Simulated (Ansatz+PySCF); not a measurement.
A calculation with Ansatz (development build ahead of 0.2.0).

```yaml
crystal:
  periodic: [false, false, false]
  atoms:
    - { symbol: O, position_ang: [0.0, 0.0, 0.0] }
    - { symbol: S, position_ang: [1.1175, 1.49, 3.22593] }
basis:
  gaussian: { orbitals: STO-3G }
hamiltonian:
  xc: hf
correlation:
  method: fci
  frozen_orbitals: { O: 1, S: 5 }
```

The input is written out in the form of the current development build from the run's settings.

Output:

```
Converged    : yes
Total energy : -466.93456 hartree
State        : lowest singlet root, of any spatial symmetry
```

Caution: another spin multiplicity may lie lower.
